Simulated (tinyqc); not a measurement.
G0W0 on RHF in the sto-3g basis, for OH-, spin multiplicity 1, step by step. The basis has no diffuse functions, so it cannot describe the extra electron: this is an exercise in the method, not the real anion. One step of it, computed by the program tinyqc.

Problem. Orthogonalisation. S = U s U^T; symmetric (Loewdin) form X = U s^(-1/2) U^T, so that X^T S X = 1.

overlap S, lower triangle:
```
           1O 1s     1O 2s    1O 2px    1O 2py    1O 2pz     2H 1s
1O 1s   1.000000
1O 2s   0.236704  1.000000
1O 2px  0.000000  0.000000  1.000000
1O 2py  0.000000  0.000000  0.000000  1.000000
1O 2pz  0.000000  0.000000  0.000000  0.000000  1.000000
2H 1s   0.061494  0.511690  0.000000  0.000000  0.411875  1.000000
```

Give: eigenvalues of S; X.

Solution.

eigenvalues of S: 0.331  0.840  1.000  1.000  1.127  1.702

X, lower triangle:
```
         1O 1s   1O 2s  1O 2px  1O 2py  1O 2pz  2H 1s
1O 1s    1.023
1O 2s   -0.136   1.175
1O 2px   0.000   0.000   1.000
1O 2py   0.000   0.000   0.000   1.000
1O 2pz  -0.010   0.121   0.000   0.000   1.095
2H 1s    0.026  -0.369   0.000   0.000  -0.292  1.244
```
